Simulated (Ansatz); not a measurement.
A nudged elastic band was laid between two geometries of CH$_{4}$SSi (7 atoms, charge 0, multiplicity 1).

These are results of RKS B3LYP-D4/def2-SVP in Ansatz 0.2.0, not measurements.

```yaml
movable_images: 7
climbing_image: yes
spring: 5.0 eV/Å²
optimiser: quadratic models (default)
start_path: through a guess of the saddle point
force_threshold: 0.03 eV/Å
iteration_limit: 60
end_points: relaxed
```

Initial state:

```xyz
7
Properties=species:S:1:pos:R:3
C -0.823 0.675 -0.322
S 0.018 -0.404 0.910
Si 1.745 -1.116 -0.110
H -1.728 1.073 0.157
H -0.173 1.510 -0.615
H -1.109 0.098 -1.212
H 2.131 -1.904 1.145
```

Final state:

```xyz
7
Properties=species:S:1:pos:R:3
C -0.676 0.547 -0.251
S -0.267 -0.375 1.288
Si 1.549 -1.460 1.006
H -1.613 1.094 -0.073
H 0.125 1.260 -0.490
H -0.812 -0.152 -1.087
H 1.755 -0.983 -0.440
```

(1) Which bonds break or form, and what moves?

(2) What energy profile does the band end with?

(3) What is the geometry of the highest image?

(4) What are the harmonic wavenumbers there?

The band took 11 iterations and about 2.5 core-minutes.

## Answers

(1) No bond is made or broken. The dihedral C1–S2–Si3–H7 goes from -180 to 0°.

(2) It converged. The highest image is number 4 of 0 to 8, 21.5 kcal/mol above the first end and 19.4 kcal/mol above the last; the last end lies 2.0 kcal/mol above the first. A vibrational analysis at the climbing image gives one clearly imaginary mode, 545i cm⁻¹: a first-order saddle point.

```tsv
image	path coordinate (Å)	energy (kcal/mol)	dihedral C1–S2–Si3–H7 (°)
0	0.00	0.0	-180
1	0.49	1.1	-167
2	0.98	7.7	-143
3	1.47	16.6	-118
4	1.95	21.5	-90
5	2.41	15.3	-60
6	2.87	5.5	-29
7	3.33	2.0	-1
8	3.79	2.0	0
```

(3) 
```xyz
7
Properties=species:S:1:pos:R:3:forces:R:3
C -0.713 0.533 -0.269 0.00 0.00 0.01
S -0.087 -0.048 1.374 -0.02 0.02 -0.01
Si 1.888 -0.545 0.500 0.01 -0.01 0.00
H -1.649 1.070 -0.060 0.00 0.01 0.01
H -0.022 1.238 -0.760 0.00 0.00 0.00
H -0.932 -0.307 -0.945 0.00 -0.01 0.00
H 1.576 -2.007 0.114 0.01 0.00 -0.01
```

(4) 545i, 69, 128, 458, 673, 766, 940, 954, 1328, 1445, 1457, 1964, 3021, 3113, 3147 cm⁻¹.

Time of the run: 2.5 min on 1 thread of Arm Neoverse V2, on a shared host, peak memory 0.24 GiB.
